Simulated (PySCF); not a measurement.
# C₂⁻: input and log

State: ²Σg⁺ (doublet), unpaired electrons σ ↑.

An equivalent input (the run itself took its basis sets from the Basis Set Exchange, started from a PBE0 density and held the occupation σ 5α 4β, πx 1α 1β, πy 1α 1β):

```python
from pyscf import gto, scf
mol = gto.M(atom='C 0 0 0; C 0 0 1.264', basis={'C': 'def2-SVPD'},
            charge=-1, spin=1, verbose=4, symmetry='C2v')
mf = scf.UHF(mol)
mf.irrep_nelec = {'A1': (5, 4), 'B1': (1, 1), 'B2': (1, 1)}
mf.conv_tol = 1e-9
mf.max_cycle = 60
mf.diis_space = 10
mf.kernel()
```

The log (some set-up lines and the per-cycle HOMO/LUMO lines removed):

```
******** <class 'pyscf.scf.uhf_symm.SymAdaptedUHF'> ********
method = SymAdaptedUHF
damping factor = 0
level_shift factor = 0
DIIS = <class 'pyscf.scf.diis.CDIIS'>
diis_start_cycle = 1
diis_space = 10
diis_damp = 0
SCF conv_tol = 1e-09
SCF conv_tol_grad = None
SCF max_cycles = 60
number electrons alpha = 7  beta = 6
Set gradient conv threshold to 3.16228e-05
init E= -75.4640563930835
cycle= 1 E= -75.4713266145941  delta_E= -0.00727  |g|= 0.0275  |ddm|= 0.275
cycle= 2 E= -75.4720646408156  delta_E= -0.000738  |g|= 0.011  |ddm|= 0.111
cycle= 3 E= -75.4722206002563  delta_E= -0.000156  |g|= 0.0051  |ddm|= 0.048
cycle= 4 E= -75.4722628453508  delta_E= -4.22e-05  |g|= 0.00103  |ddm|= 0.0347
cycle= 5 E= -75.4722648566512  delta_E= -2.01e-06  |g|= 0.000339  |ddm|= 0.00527
cycle= 6 E= -75.4722650992695  delta_E= -2.43e-07  |g|= 9.52e-05  |ddm|= 0.0024
cycle= 7 E= -75.4722651067575  delta_E= -7.49e-09  |g|= 5.44e-05  |ddm|= 0.000322
cycle= 8 E= -75.4722651101015  delta_E= -3.34e-09  |g|= 1.42e-05  |ddm|= 0.000267
cycle= 9 E= -75.4722651107352  delta_E= -6.34e-10  |g|= 8.4e-06  |ddm|= 0.000127
Extra cycle  E= -75.472265110977  delta_E= -2.42e-10  |g|= 8.4e-06  |ddm|= 2.25e-05
converged SCF energy = -75.472265110977  <S^2> = 0.76954319  2S+1 = 2.0194486
```

Repeating this along the bond gives Re = 1.249 Å and ωe = 2000 cm⁻¹.

A point of this curve took 0.055 CPU seconds beside 0.018 for the integrals (shared host).

The state is the lowest determinant that a PBE0 search found; another state may lie lower at other levels.
